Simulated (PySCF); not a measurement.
Compound: H4OSi.
InChI=1S/H4OSi/c1-2/h1H,2H3

Method: EOM-EE-CCSD/aug-cc-pVDZ in PySCF, restricted Hartree–Fock reference, 6 core orbitals frozen, non-relativistic, gas phase, PBE0-D3(BJ)/def2-SVP geometry.

Task: What does EOM-EE-CCSD give for the lowest vertical excitations?

Result: 
```
    state  E (eV)  λ (nm)     main singles (HF orbitals, share of the singles part)
singlet 1    7.15     173        HOMO→LUMO 33 %, HOMO→LUMO+1 21 %, HOMO→LUMO+8 14 %
singlet 2    8.08     153  HOMO-1→LUMO 28 %, HOMO-1→LUMO+1 22 %, HOMO-1→LUMO+8 15 %
singlet 3    8.46     147        HOMO→LUMO 35 %, HOMO→LUMO+1 30 %, HOMO→LUMO+2 11 %
singlet 4    8.83     140      HOMO→LUMO+2 41 %, HOMO→LUMO+9 23 %, HOMO→LUMO+1 10 %
triplet 1    6.85     181        HOMO→LUMO 28 %, HOMO→LUMO+1 22 %, HOMO→LUMO+8 16 %
triplet 2    7.71     161  HOMO-1→LUMO 23 %, HOMO-1→LUMO+1 21 %, HOMO-1→LUMO+8 19 %
```

Task: What is the vertical gap between the lowest excited singlet and the lowest triplet?

Result: 7.15 − 6.85 = 0.30 eV (29 kJ/mol).

The first EOM-IP-CCSD ionisation energy is 11.42 eV, 2.59 eV above the highest singlet listed and 4.27 eV above the lowest.

T1 diagnostic 0.012. EOM-CCSD puts states of mainly double-excitation character too high. An iterative search for so few roots can pass over a low state.

On one thread, Arm Neoverse V1 (shared host), this took 99 s.
